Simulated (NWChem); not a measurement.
**SiO2 (silicon dioxide molecule) at MP2/pcseg-1**

Aim: the vertical electron affinity of SiO2 (silicon dioxide molecule) at MP2/pcseg-1, from 2 runs. 

Program for the calculation: NWChem 7.3.0.

3 further runs of the same task are left out: 2 that didn't finish, 1 set aside as unsound or not needed.

## 1. The structure to begin with

SiO2: 3 atoms, total charge 0, spin state singlet. As SMILES, `O=[Si]=O`. The coordinates come from a GFN2-xTB relaxation.

Bond lengths: O1–Si2 1.491 Å, Si2–O3 1.491 Å. Angles: O1–Si2–O3 180.0°.

## 2. The energy at MP2/pcseg-1

Contents of job.nw:

```
start job
title "O2Si"
memory 2200 mb

geometry units angstroms noautoz
   O     0.691230    1.217290    0.513740
   Si   -0.000730    0.000440   -0.000160
   O    -0.690510   -1.217740   -0.513580
end

basis spherical bse
   O library pcseg-1
   Si library pcseg-1
end

scf
   singlet
   rhf
   thresh 1e-07
   maxiter 60
   direct
   print medium
end

task mp2 energy
```

Run with:

```sh
$ nwchem job.nw > job.out
```

Standard output:

```text
[...]
 Group name             D4h
[...]
  functions       =    46
[...]
  wavefunction    = RHF
[...]
         Total SCF energy =   -438.568139210813
      One-electron energy =   -788.265755055537
      Two-electron energy =    258.847921986296
 Nuclear repulsion energy =     90.849693858428
        Time for solution =      2.2s
[...]
          Total MP2 energy          -439.047594661645
[...]
```

It took 3.6 s on 1 thread of AMD EPYC 7B13 (Zen 3), shared host; peak memory 0.12 GiB.

## 3. The doublet anion at the same level

Contents of sp.nw:

```
start sp
memory total 2200 mb
charge -1

geometry units angstrom noautosym nocenter noautoz
  O        0.691230       1.217290       0.513740
  Si      -0.000730       0.000440      -0.000160
  O       -0.690510      -1.217740      -0.513580
end

basis spherical bse
  O library pcseg-1
  Si library pcseg-1
end

scf
  doublet
  uhf
  thresh 1e-07
  maxiter 80
  direct
end

task mp2 energy
```

Run with:

```sh
$ nwchem sp.nw > sp.out
```

Standard output:

```text
[...]
  functions       =    46
[...]
  wavefunction    = UHF
[...]
         Total SCF energy =   -438.584156856626
      One electron energy =   -796.873028258691
      Two electron energy =    267.439207609446
 Nuclear repulsion energy =     90.849663792620
                       Sz =      0.5000
                 Sz(Sz+1) =      0.7500
                      S^2 =      0.7793
[...]
          Total MP2 energy          -439.067621837482
[...]
```

Run time: 5.7 s. Hardware: 1 thread of AMD EPYC 7B13 (Zen 3), shared host; peak memory 0.11 GiB.

## 4. Results

Level: MP2/pcseg-1.

| quantity | value |
| --- | --- |
| singlet SiO2: total energy | -439.04759 Eh |
| singlet SiO2: HOMO energy (Hartree–Fock orbitals) | -14.00 eV |
| singlet SiO2: LUMO energy (Hartree–Fock orbitals) | 0.13 eV |
| singlet SiO2: HOMO–LUMO gap (Hartree–Fock orbitals) | 14.14 eV |
| singlet SiO2: correlation energy | -479.5 mEh |
| doublet anion: total energy | -439.06762 Eh |
| doublet anion: HOMO energy (Hartree–Fock orbitals) (highest over α and β) | -1.06 eV |
| doublet anion: LUMO energy (Hartree–Fock orbitals) (lowest over α and β) | 7.65 eV |
| doublet anion: correlation energy | -483.5 mEh |
| doublet anion: ⟨S²⟩ of the reference determinant | 0.779 |
| vertical electron affinity (to the doublet anion) | 0.545 eV |

What this shows: At fixed nuclei the extra electron is bound by 0.54 eV (52.6 kJ/mol). The basis has no diffuse functions, so the error can be as large as this value. Mulliken charges (singlet SiO2) run from -0.64 on O1 to +1.29 on Si2. Mulliken charges (doublet anion) run from -0.75 on O1 to +0.51 on Si2.
